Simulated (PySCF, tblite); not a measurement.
## Na+ and 4 × water

A gas-phase complex of Na+ and 4 × water; charge +1, singlet. The structure comes from a short search (6 tight-binding starts) and was relaxed by PBE0-D3(BJ)/def2-SVPD; another way of binding may lie lower. No frequency run checks that it is a minimum.

```json
{"part": "1", "name": "Na+", "SMILES": "[Na+]", "atoms": "1", "charge": "+1", "multiplicity": "1"}
{"part": "2", "name": "water", "SMILES": "O", "atoms": "2–4", "charge": "0", "multiplicity": "1"}
{"part": "3", "name": "water", "SMILES": "O", "atoms": "5–7", "charge": "0", "multiplicity": "1"}
{"part": "4", "name": "water", "SMILES": "O", "atoms": "8–10", "charge": "0", "multiplicity": "1"}
{"part": "5", "name": "water", "SMILES": "O", "atoms": "11–13", "charge": "0", "multiplicity": "1"}
```

```xyz
13

Na   -2.006    3.058   -1.420
O    -0.099    2.845   -2.574
H     0.608    2.343   -2.134
H     0.245    3.124   -3.426
O    -4.078    3.887   -1.788
H    -4.386    4.788   -1.647
H    -4.844    3.406   -2.118
O     1.514    1.336   -0.825
H     1.761    0.433   -1.055
H     2.301    1.729   -0.429
O    -1.042    1.890    0.223
H    -1.283    1.575    1.097
H    -0.131    1.594    0.058
```
Atoms count from 1 in this order.

Contacts between parts, classed by geometry: Na1···O11 2.234 Å (ion contact); Na1···O2 2.239 Å (ion contact); Na1···O5 2.262 Å (ion contact); H3···O8 1.884 Å (hydrogen bond, 160°); H13···O8 1.885 Å (hydrogen bond, 160°).

Interaction energies are complex less parts, with the parts frozen as they stand in it; counterpoise-corrected, in kcal/mol (PySCF).

**Question.** How strongly do the parts interact, level by level?

**Answer.** 
```
                 level  interaction  superposition error removed
wB97M-D3(BJ)/def2-SVPD       -80.71                        -3.31
 PBE0-D3(BJ)/def2-SVPD       -81.59                        -3.34
```

**Question.** What holds them together? Decompose the wB97M-D3(BJ)/def2-SVPD energy: frozen parts, their antisymmetrised product, then relaxation.

**Answer.** electrostatic -92.3, Pauli repulsion +36.6, orbital relaxation -24.9, dispersion correction -3.5 kcal/mol, which sum to the value before the counterpoise correction; the Pauli term holds the exchange-correlation of the frozen density too. Of the attraction, 77 % is electrostatic, 21 % is orbital relaxation, 3 % is dispersion correction.

The parts were also relaxed and run alone, at the levels used for the complex: shieldings by PBE0/pcSseg-2; core levels by delta-SCF with SCAN, pcX-2 on the ionised atom and pcseg-1 elsewhere, spin-free X2C.

**Question.** How do these values change when the complex forms?

**Answer.** 
```
              property    alone  in the complex  change
shielding of Na1 (ppm)    623.7           569.3   -54.3
shielding of O11 (ppm)    328.9           324.1    -4.7
 shielding of O2 (ppm)    328.9           324.1    -4.7
Na1 1s core level (eV)  1088.42         1082.36   -6.06
 O2 1s core level (eV)   539.76          543.47   +3.71
O11 1s core level (eV)   539.76          543.48   +3.72
```
